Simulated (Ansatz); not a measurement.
Input file:

```yaml
crystal:
  periodic: [false, false, false]
  atoms:
    - {symbol: B, position_ang: [0.000000, 0.000000, -2.251667]}
    - {symbol: Al, position_ang: [0.000000, 0.000000, -0.314667]}
    - {symbol: H, position_ang: [0.000000, 0.000000, 2.566333]}
basis:
  gaussian: {orbitals: 6-31G}
magnetization: {spin_polarized: false, initial_magnetization: 3}
correlation: {method: bccd_t, electrons: outside_noble_gas}
scf: {lower_state_search: off}
```

```sh
$ ansatz run in.yaml --threads 1 --pin off --events-out ev --progress --plain --max-ram 2393MiB
```

Question: Roughly how long does this take on 1 thread of Arm Neoverse V1, shared host, and how much host memory?

Answer: 0.45 s wall and 0.15 GiB.

```
these checks for a lower state are left out or cut short: stability, starts, cluster_reference, orbital_swaps, neighbouring_geometries, increment
296 factors; integrals over basis functions are off by at most 1.2e-4 eV
mean field evaluation 1: about -7260.9957 eV, gradient 5.8e0 eV
mean field evaluation 2: about -7261.0168 eV, gradient 5.8e0 eV
mean field evaluation 4: about -7261.9049 eV, gradient 2.2e0 eV
mean field evaluation 8: about -7262.0911 eV, gradient 8.8e-1 eV
mean field evaluation 16: about -7262.1173 eV, gradient 9.7e-6 eV
mean field -7262.11726070 eV, -266.8778868909 hartree, gradient 9.7e-6 eV, S^2 3.750000; 0 other end points of the search recorded, 0 dependent functions left out
6 core orbitals not correlated: weight in the atoms' cores, before any rotation towards them, 1.000 or more for the frozen orbitals, at most 0.000 for the correlated occupied ones
reference -7262.11726070 eV, -266.8778868909 hartree; 5, 2 occupied and 13, 16 virtual orbitals, 296 factors
second order -1.88214046 eV of doubles, -0.08432906 eV of singles
cycle   1  -2.55047737 eV  change   -5.8e-1 eV  update   1.2e-1
cycle   2  -2.93572839 eV  change   -3.9e-1 eV  update   7.3e-2
cycle   3  -2.99844134 eV  change   -6.3e-2 eV  update   4.5e-2
cycle   4  -2.98726002 eV  change    1.1e-2 eV  update   3.0e-2
cycle   5  -3.01933000 eV  change   -3.2e-2 eV  update   2.0e-2
cycle   6  -3.02325417 eV  change   -3.9e-3 eV  update   1.6e-2
cycle   7  -3.03178500 eV  change   -8.5e-3 eV  update   1.3e-2
cycle   8  -3.10118389 eV  change   -6.9e-2 eV  update   1.1e-2
cycle   9  -3.09394624 eV  change    7.2e-3 eV  update   9.4e-3
cycle  10  -3.08851731 eV  change    5.4e-3 eV  update   8.0e-3
cycle  11  -3.06474058 eV  change    2.4e-2 eV  update   5.3e-3
cycle  12  -3.06754115 eV  change   -2.8e-3 eV  update   1.7e-3
cycle  13  -3.06528311 eV  change    2.3e-3 eV  update   1.0e-3
cycle  14  -3.06425015 eV  change    1.0e-3 eV  update   5.8e-4
cycle  15  -3.06635351 eV  change   -2.1e-3 eV  update   4.5e-4
cycle  16  -3.06571795 eV  change    6.4e-4 eV  update   3.3e-4
cycle  17  -3.06580403 eV  change   -8.6e-5 eV  update   2.1e-4
cycle  18  -3.06619458 eV  change   -3.9e-4 eV  update   1.5e-4
cycle  19  -3.06619833 eV  change   -3.8e-6 eV  update   1.2e-4
cycle  20  -3.06626616 eV  change   -6.8e-5 eV  update   7.1e-5
cycle  21  -3.06635369 eV  change   -8.8e-5 eV  update   3.5e-5
cycle  22  -3.06637152 eV  change   -1.8e-5 eV  update   1.4e-5
cycle  23  -3.06637645 eV  change   -4.9e-6 eV  update   8.6e-6
cycle  24  -3.06637790 eV  change   -1.5e-6 eV  update   4.7e-6
cycle  25  -3.06637929 eV  change   -1.4e-6 eV  update   2.5e-6
perturbative correction -0.15037851 eV, -0.0055263085 hartree
Total energy: -7265.33401851 eV, -266.9961005598 hartree
Checks for a lower state left out: stability, starts, cluster_reference, orbital_swaps, neighbouring_geometries, increment
```
